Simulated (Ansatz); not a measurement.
Basis-set extrapolation for `CC(=N)N` (PBE0-D4/def2-TZVP geometry, frozen core, Ansatz 0.2.0). Multiplicity 1, RHF reference.

```csv
,def2-TZVPP,def2-QZVPP
HF,-188.203061,-188.212143
MP2 correlation,-0.752347,-0.803400
CCSD(T) correlation,-0.813252,not run
```

Energies in hartree. Use E(X) = E(∞) + A·exp(−7.88·√X) for Hartree–Fock and E(X) = E(∞) + B·X^(−2.97) for correlation, with X = 3 and 4, and add CCSD(T) minus MP2 of the smaller set to the MP2 limit.

Q: What is the CCSD(T) energy at the basis-set limit?

A: HF limit: -188.212143 + (-0.009082) × 0.13774 = -188.21339. MP2 limit: -0.803400 + (-0.051053) × 0.74074 = -0.84122. Higher-order term: -0.813252 − (-0.752347) = -0.06090. Total: -189.11551 hartree, 2.70 eV below CCSD(T)/def2-TZVPP.
